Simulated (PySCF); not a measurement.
**H2O3 (trioxidane): r2SCAN/STO-6G**

What is the vertical ionisation energy of H2O3 (trioxidane) at r2SCAN/STO-6G? The job is set up through a Python script.

Program for the calculation: PySCF 2.14.0.

5 further runs of the same task are left out: 1 that didn't finish, 4 set aside as unsound or not needed.

**1. Starting point**

The species is H2O3 (5 atoms), meant as a singlet with charge 0. As SMILES, `OOO`. The coordinates come from a GFN2-xTB relaxation. This is a higher conformer, about 11 kJ/mol above the lowest found by a separate search.

Bond lengths: O1–O2 1.390 Å, O2–O3 1.391 Å, O1–H4 0.972 Å, O3–H5 0.972 Å. Angles: O1–O2–O3 110.7°, O2–O1–H4 106.7°, O2–O3–H5 106.5°.

**2. The energy at r2SCAN/STO-6G**

Contents of input.py:

```python
from pyscf import gto, dft

mol = gto.Mole()
mol.atom = '''
O       -0.984020      -0.692710      -0.137760
O       -0.127030      -0.049090       0.747210
O        1.176430      -0.056790       0.262120
H       -1.378730      -0.001520      -0.695970
H        1.313340       0.800110      -0.175600
'''
mol.charge = 0
mol.verbose = 3
mol.basis = 'sto-6g'
mol.max_memory = 1860
mol.build()

mf = dft.RKS(mol, xc='r2scan')
mf.grids.level = 5
mf.conv_tol = 1e-10
mf.kernel()
if not mf.converged:
    mf = mf.newton().run(mf.mo_coeff, mf.mo_occ)

e_tot = mf.e_tot
print(f'total energy: {e_tot:.8f} hartree')
```

Launch:

```sh
$ OMP_NUM_THREADS=1 python input.py
```

What it wrote:

```text
converged SCF energy = -225.67223695002
total energy: -225.67223695 hartree
```

Wall time 4.5 s (1 thread of Arm Neoverse V1, shared host); peak memory 0.19 GiB.

**3. The doublet cation, same level**

Contents of calc.py:

```python
from pyscf import gto, dft

molecule = gto.Mole()
molecule.atom = '''
O     -0.984020    -0.692710    -0.137760
O     -0.127030    -0.049090     0.747210
O      1.176430    -0.056790     0.262120
H     -1.378730    -0.001520    -0.695970
H      1.313340     0.800110    -0.175600
'''
molecule.spin = 1
molecule.verbose = 3
molecule.max_memory = 1860
molecule.charge = 1
molecule.basis = 'sto-6g'
molecule.build()

calc0 = dft.UKS(molecule)
calc0.xc = 'r2scan'
calc0.grids.level = 5
calc0.conv_tol = 1e-10
calc0.kernel()
if not calc0.converged:
    calc0 = calc0.newton().run(calc0.mo_coeff, calc0.mo_occ)

etot = calc0.e_tot
print(f'total energy: {etot:.8f} hartree')
```

Launch:

```sh
$ OMP_NUM_THREADS=1 python calc.py
```

What it wrote:

```text
WARN: HOMO -0.277158894274513 >= LUMO -0.27715889427451

converged SCF energy = -225.362401375759  <S^2> = 0.75324317  2S+1 = 2.0032405
total energy: -225.36240138 hartree
```

Run time: 9.6 s. Hardware: 1 thread of Arm Neoverse V1, shared host; peak memory 0.21 GiB.

**4. Results**

At r2SCAN/STO-6G:

| quantity | value |
| --- | --- |
| singlet H2O3: total energy | -225.67224 Eh |
| singlet H2O3: dipole moment | 2.76 D |
| singlet H2O3: HOMO energy | -2.99 eV |
| singlet H2O3: LUMO energy | 3.77 eV |
| singlet H2O3: HOMO–LUMO gap | 6.75 eV |
| doublet cation: total energy | -225.36240 Eh |
| doublet cation: HOMO energy (highest over α and β) | -14.19 eV |
| doublet cation: LUMO energy (lowest over α and β) | -13.70 eV |
| doublet cation: ⟨S²⟩ | 0.753 |
| vertical ionisation energy (to the doublet cation) | 8.431 eV |

Removing an electron at fixed nuclei costs 8.43 eV (813 kJ/mol). −ε(HOMO) before ionisation, 2.99 eV, is 5.45 eV below this ionisation energy. In a minimal basis such a difference can be off by several eV, whatever the method. Mulliken charges (singlet H2O3) run from -0.20 on O3 to +0.21 on H5. Mulliken charges (doublet cation) run from -0.01 on O3 to +0.37 on H4.
